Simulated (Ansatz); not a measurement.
# BH6NSi: the cost of one run

Program: Ansatz 0.2.0, Gaussian basis. Level of theory: single points in def2-TZVPP. These are calculated values, not measurements.

Correlated methods freeze the cores.

**1. Where the work starts**

SMILES `NB[SiH3]`, 9 atoms, charge 0, spin multiplicity 1.

Atoms are counted from 1 here; the program's logs count them from 0.

Bond lengths: N1–B2 1.375 Å, N1–H4 1.056 Å, N1–H5 1.027 Å, B2–Si3 2.168 Å, B2–H6 1.340 Å, Si3–H7 1.540 Å, Si3–H8 1.573 Å, Si3–H9 1.538 Å. Angles: B2–N1–H4 127.0°, B2–N1–H5 118.2°, H4–N1–H5 112.6°, N1–B2–Si3 110.4°, N1–B2–H6 133.8°, Si3–B2–H6 115.7°, B2–Si3–H7 107.5°, B2–Si3–H8 103.0°, B2–Si3–H9 114.0°, H7–Si3–H8 102.9°, H7–Si3–H9 118.3°, H8–Si3–H9 109.4°.

Coordinates:

```mol
BH6NSi
  3D, bonds by distance, orders not assigned

  9  8  0  0  0  0  0  0  0  0999 V2000
   -0.8248    0.7306   -1.1652 N   0  0
   -0.0464    0.9688   -0.0577 B   0  0
    0.5961   -0.9013    0.8312 Si  0  0
   -1.2461   -0.1923   -1.4599 H   0  0
   -1.2699    1.5324   -1.6271 H   0  0
    0.4054    2.0817    0.5370 H   0  0
    0.1295   -2.0393   -0.0954 H   0  0
    2.1531   -0.8823    0.6080 H   0  0
    0.2960   -1.0158    2.3353 H   0  0
  1  2  8  0
  1  4  8  0
  1  5  8  0
  2  3  8  0
  2  6  8  0
  3  7  8  0
  3  8  8  0
  3  9  8  0
M  END
```

**2. PBE-D4/def2-TZVPP**

Input file run/in.yaml:

```yaml
crystal:
  periodic: [false, false, false]
  atoms:
    - {symbol: N, position_ang: [-0.824783, 0.730590, -1.165235]}
    - {symbol: B, position_ang: [-0.046356, 0.968833, -0.057724]}
    - {symbol: Si, position_ang: [0.596110, -0.901308, 0.831238]}
    - {symbol: H, position_ang: [-1.246119, -0.192350, -1.459904]}
    - {symbol: H, position_ang: [-1.269930, 1.532395, -1.627078]}
    - {symbol: H, position_ang: [0.405416, 2.081707, 0.537025]}
    - {symbol: H, position_ang: [0.129498, -2.039250, -0.095421]}
    - {symbol: H, position_ang: [2.153149, -0.882271, 0.608024]}
    - {symbol: H, position_ang: [0.295987, -1.015826, 2.335333]}
basis:
  gaussian: {orbitals: def2-TZVPP}
hamiltonian: {xc: pbe, dispersion: d4}
output: {forces: true}
```

Run with:

```sh
$ ansatz run in.yaml --threads 2 --pin off --events-out ev --progress --plain --max-ram 3481MiB
```

What time and memory should one allow on 2 threads of Arm Neoverse V1, shared host?

About 2.3 s, with a peak of 0.18 GiB.
